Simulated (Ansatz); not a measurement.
# One structure, 5 elements: Os3Cl, Ir3Cl, Pt3Cl, Au3Cl, Pb3Cl

Plane-wave DFT in Ansatz with scalar-relativistic PAW potentials, cutoff 420 eV, Γ-centred meshes chosen by cell and gap, Gaussian smearing with energies taken to zero width. Every cell was relaxed (cell and atoms) in a run of its own, within the symmetry of its start. Functional: PBE.

All members share space group Pm-3m and the same sites; only the element on one set of sites changes (Os, Ir, Pt, Au, Pb). Members needn't be the stable form of their composition. Energies over the elements, where given, are against the elements' standard states in the same functional (H₂, N₂, O₂ and halogens uncorrected, Hg as a solid). The first member:

Space group Pm-3m (No. 221). a = 3.908 Å, b = 3.908 Å, c = 3.908 Å, α = 90.00°, β = 90.00°, γ = 90.00°
| atom | site | symmetry | x | y | z |
| --- | --- | --- | --- | --- | --- |
| Os | 3c | 4/mm.m | 0.0000 | 0.5000 | 0.5000 |
| Cl | 1a | m-3m | 0.0000 | 0.0000 | 0.0000 |

| compound | V (Å³/atom) | a (Å) | energy over elements (eV/atom) |
| --- | --- | --- | --- |
| Os3Cl | 14.92 | 3.908 | 1.796 |
| Ir3Cl | 15.25 | 3.937 | 1.321 |
| Pt3Cl | 16.41 | 4.034 | 0.768 |
| Pb3Cl | 30.38 | 4.953 | -0.090 |

Predict the member with Au.

V (Å³/atom) 18.88, a (Å) 4.227, energy over elements (eV/atom) 0.289. Interpolating linearly in position along the row between Pt and Pb would give 19.91 Å³/atom (5.4 % too large), with 0.553 eV/atom over the elements. Over the whole series the volume grows at each step along the row; all are metallic on the mesh; binding against the elements strengthens.

Spin-orbit coupling is left out, which matters for the bands of heavy elements. Spin polarisation was left out, and a magnetic state may lie lower. For Tl, Pb and Bi spin-orbit coupling shifts energies too.